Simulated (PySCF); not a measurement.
C₃H₆ClO (doublet state).
Z-matrix (Å and degrees, GFN2-xTB geometry), rows numbered from 1:
```
C 
C   1  1.4809
Cl  2  1.7158  1  117.34
C   2  1.4881  1  122.34  3  -157.04
O   4  1.4226  2  112.99  1    76.49
H   1  1.0880  2  110.88  3   -35.70
H   1  1.0887  2  109.62  3  -156.69
H   1  1.0964  2  111.58  3    84.49
H   4  1.0991  2  110.29  1  -160.30
H   4  1.0924  2  109.72  1   -40.06
H   5  0.9644  4  108.44  2    58.56
```

The hyperfine couplings belong to this conformer and change with its torsions.

As a line formula: `C[C](Cl)CO` [radical].

Level of theory: UKS B3LYP, pcH-1 on C Cl H O, non-relativistic, mean-field spin-orbit, GIAO (PySCF). One conformer (not necessarily the lowest) at the GFN2-xTB geometry, without solvent, vibrations or thermal averaging. The geometry wasn't refined by DFT: couplings that depend on bond lengths, twists or pyramidal angles can differ widely from those at the functional's own minimum. Stability of the SCF solution: not tested.

Match the computed a_iso(13C) values +144.0, -25.8, -12.1 MHz with the sites C1; C2; C4.

| site | a_iso (MHz) | ρ(0) (bohr⁻³) | position | distance from C2 (Å) | spin population | largest \|T\| (MHz) |
| --- | --- | --- | --- | --- | --- | --- |
| C1 | -25.8 | -0.0230 | 1 bond from C2 | 1.48 | -0.07 | 2.9 |
| C2 | +144.0 | +0.1276 | largest spin population | 0.00 | +0.89 | 159.1 |
| C4 | -12.1 | -0.0108 | 1 bond from C2 | 1.49 | -0.04 | 2.4 |

Match the computed a_iso(1H) values +66.6, +12.7, -5.4 MHz (means over equivalent nuclei) with the sites H6/H7/H8; H9/H10; H11.

```tsv
site	a_iso (MHz)	ρ(0) (bohr⁻³)	position	distance from C2 (Å)	bound to	spin population there	largest |T| (MHz)
H6/H7/H8	+66.6	+0.0149	β, 2 bonds from C2	2.13	C1	-0.07	8.7
H9/H10	+12.7	+0.0028	β, 2 bonds from C2	2.13	C4	-0.04	9.8
H11	-5.4	-0.0012	γ, 3 bonds from C2	2.60	O5	+0.05	8.5
```

ρ(0) is the spin density at the nucleus and T the dipolar tensor; a_iso includes a spin–orbit part; entries for several nuclei are means. The Mulliken spin populations are largest on C2 (+0.89), Cl3 (+0.08), C1 (-0.07) and H8 (+0.06). C2 is the only atom above +0.15. The angles at C2 add up to 356.1°, so it is nearly planar.

The spin density at the nucleus, in bohr⁻³, is negative for C1 (-0.0230), C4 (-0.0108) and H11 (-0.0012), for instance. A restricted open-shell determinant has no negative spin density anywhere; here it arises because α and β orbitals differ (spin polarisation).

Means are taken over nuclei equivalent by connectivity, which assumes that they swap fast. The three 1H nuclei of mean +66.6 MHz run from 29.4 to 137.6 MHz in the frozen geometry.
